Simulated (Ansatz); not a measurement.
Input file:

```yaml
crystal:
  periodic: [false, false, false]
  atoms:
    - {symbol: P, position_ang: [0.000104, -0.062613, 1.685915]}
    - {symbol: Ga, position_ang: [-0.000729, 0.007399, -0.771622]}
    - {symbol: H, position_ang: [0.047235, 1.412275, 1.568223]}
basis:
  gaussian: {orbitals: cc-pVDZ}
magnetization: {spin_polarized: false, initial_magnetization: 1}
correlation: {method: fic_mrcisd_q, electrons: valence, active_space: {window: {electrons: 3, orbitals: 3}, states: [{multiplicity: 2, weights: [1, 1]}], root: 2}}
```

```sh
$ ansatz run in.yaml --threads 1 --pin off --events-out ev --progress --plain --max-ram 2393MiB
```

(1) One thing in this input was set wrong on purpose, beside settings that are merely unusual. What is the gravest fault, and what does the program do?

Results:

(1) Root beyond the states. How the run ends: refused.
```
Error: the active space averages no state 2, counted from zero
```
